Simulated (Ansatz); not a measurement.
Ansatz (a quantum-chemistry and plane-wave program) input (HF/6-31G*):

Ansatz 0.2 input:
```yaml
crystal:
  periodic: [false, false, false]
  atoms:
    - {symbol: C, position_ang: [1.53352327, 0.66554453, -0.00526648]}
    - {symbol: C, position_ang: [0.01647907, 0.82439732, 0.01094372]}
    - {symbol: S, position_ang: [-0.77513916, -0.82234569, -0.00387883]}
    - {symbol: H, position_ang: [-2.03921489, -0.41920015, 0.01327309]}
    - {symbol: H, position_ang: [-0.29555928, 1.35843596, 0.89861425]}
    - {symbol: H, position_ang: [-0.31183582, 1.38205472, -0.85609246]}
    - {symbol: H, position_ang: [2.00676707, 1.64194313, 0.00348630]}
    - {symbol: H, position_ang: [1.87917777, 0.11549675, 0.86297568]}
    - {symbol: H, position_ang: [1.86287778, 0.13914954, -0.89425914]}
basis:
  gaussian:
    orbitals: 6-31G*
hamiltonian:
  xc: {name: HF}
phonons: {temperatures: {t_min: 298.15, t_max: 298.15, t_step: 100}}
```

Question: Which harmonic wavenumbers does it give?

Answer: 200, 272, 328, 730, 856, 955, 1065, 1155, 1217, 1392, 1451, 1566, 1639, 1640, 1648, 2908, 3212, 3248, 3277, 3278, 3304 cm⁻¹ (unscaled; negative means imaginary).
